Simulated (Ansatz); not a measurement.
Relaxation of C₂H₃F₂NS (9 atoms, charge 0, multiplicity 1), to a largest force component of 0.015 eV/Å in at most 40 steps.

All numbers below come from RKS PBE0/def2-SVP in Ansatz 0.2.0.

```xyz
9
Properties=species:S:1:pos:R:3:forces:R:3
N 0.256 -1.444 -0.263 -3.38 2.31 1.62
C -0.092 -0.121 0.386 -0.29 -2.80 -0.66
S 1.297 0.871 0.604 5.66 1.37 2.98
C 0.021 1.215 -0.310 -5.90 1.45 -3.27
F 0.029 1.269 -1.698 0.26 -0.18 1.85
F -0.922 2.215 0.087 1.84 -1.70 -0.64
H 1.224 -1.567 -0.287 1.96 -0.10 -0.24
H -0.135 -1.430 -1.183 -0.12 -0.25 -0.89
H -0.726 -0.167 1.302 -0.03 -0.09 -0.75
```

Question: Where does it end, and by what steps?

Answer: It converged. After 13 steps the energy has fallen by 1.339 eV; H7 moved furthest, 0.87 Å.

```
step  energy less start (eV)  largest force component (eV/Å)  accepted
   0                  0.0000                           5.898       yes
   1                 -0.7477                           3.494       yes
   2                 -1.0382                           0.827       yes
   3                 -1.0680                           0.121       yes
   4                 -1.0775                           0.113       yes
   5                 -1.1006                           1.002       yes
   6                 -1.1276                           0.811       yes
   7                 -1.2213                           0.471       yes
   8                 -1.2902                           0.581       yes
   9                 -1.3209                           0.520       yes
  10                 -1.3289                           0.403       yes
  11                 -1.3389                           0.101       yes
  12                 -1.3393                           0.069       yes
  13                 -1.3395                           0.012       yes
```

```xyz
9
Properties=species:S:1:pos:R:3
N 0.123 -1.263 -0.417
C 0.030 -0.116 0.346
S 1.472 1.184 0.497
C -0.113 1.190 -0.301
F -0.142 1.189 -1.643
F -1.048 2.036 0.134
H 0.581 -2.041 0.046
H 0.507 -1.108 -1.345
H -0.456 -0.230 1.320
```

Whether the end is a true minimum wasn't checked by a vibrational analysis.

The run took 35 s on 2 threads of Intel(R) Xeon(R) CPU @ 2.80GHz (Skylake/Cascade Lake), on a shared host, peak memory 0.26 GiB.
